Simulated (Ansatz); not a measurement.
Ansatz (an electronic-structure program) input (BLYP/def2-TZVPD):

Ansatz 0.2 input:
```yaml
crystal:
  periodic: [false, false, false]
  atoms:
    - {symbol: C, position_ang: [-0.00000000, -0.00000000, -0.59802389]}
    - {symbol: N, position_ang: [0.00000000, 0.00000000, 0.53145448]}
    - {symbol: H, position_ang: [-0.00000000, -0.00000000, -1.67932452]}
    - {symbol: H, position_ang: [0.00000000, 0.00000000, 1.54728651]}
basis:
  gaussian:
    orbitals: def2-TZVPD
hamiltonian:
  xc: {name: BLYP}
total_charge: 1
output: {forces: true}
```

Output:

```
Functional definition: BLYP
integrals: 0.01 GiB planned
455 factors; their error is unknown
mean field: 0.17 GiB planned
mean field evaluation 1: about -2537.0109 eV, gradient 8.7e1 eV
mean field evaluation 2: about -2501.3753 eV, gradient 1.3e2 eV
mean field evaluation 4: about -2550.0878 eV, gradient 1.0e1 eV
mean field evaluation 8: about -2550.3075 eV, gradient 3.8e-2 eV
mean field evaluation 16: about -2550.2921 eV, gradient 6.3e-5 eV
mean field -2550.29205270 eV, -93.7215042867 hartree, gradient 6.3e-5 eV, S^2 0.000000; 0 other end points of the search recorded, 0 dependent functions left out
the calculation of the forces begins
reference -2550.29226094 eV, -93.7215119395 hartree; 7, 7 occupied and 85, 85 virtual orbitals, 455 factors
Total energy: -2550.29226094 eV, -93.7215119395 hartree
Atom 0 at    -0.000000    -0.000000    -0.598024 Å, force    -0.000000     0.000000    -1.160130 eV/Å
Atom 1 at     0.000000     0.000000     0.531454 Å, force     0.000000    -0.000000     1.061438 eV/Å
Atom 2 at    -0.000000    -0.000000    -1.679325 Å, force     0.000000    -0.000000    -0.182768 eV/Å
Atom 3 at     0.000000     0.000000     1.547287 Å, force     0.000000    -0.000000     0.281460 eV/Å
Dipole moment:     0.000000     0.000000    -0.055265 e Å
```

It need not be the lowest isomer of its formula.
